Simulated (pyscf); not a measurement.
O=PH + PH₃ → O=PH + PH₃ (four-centre exchange; singlet surface; H–P, H–P broken, H–P, H–P formed). PySCF, gas phase, ωB97X-D3(BJ)/def2-SVP geometries. MP2 and CC: frozen core, UHF for open shells. ΔMP2 is the change of the MP2 total energy from the triple- to the quadruple-zeta basis. Energies in eV from the separated reactants.

| level | barrier | reaction energy |
|---|---|---|
| PBE/def2-TZVP | 0.44 | 0.00 |
| r²SCAN/def2-TZVP | 0.49 | 0.00 |
| B3LYP-D3(BJ)/def2-TZVP | ? | 0.00 |
| PBE0-D3(BJ)/def2-TZVP | 0.58 | 0.00 |
| ωB97M-D3(BJ)/def2-TZVP | 1.01 | 0.00 |
| MP2/def2-QZVPP | 0.91 | 0.00 |
| CCSD(T)/def2-TZVPP + ΔMP2(QZVPP) | ? | 0.00 |

Q: Fill in the missing entries.

A: 
- B3LYP-D3(BJ)/def2-TZVP, barrier: 0.80
- CCSD(T)/def2-TZVPP + ΔMP2(QZVPP), barrier: 1.00

The same reactants have a lower exit, to HO–PH–PH₂ (barrier +0.72 eV at ωB97M-D3(BJ)/def2-TZVP, against +1.01 eV here). One saddle was located; it need not be the lowest between these sides. The CCSD(T) − MP2 part came from Ansatz, without density fitting, on the same reference.
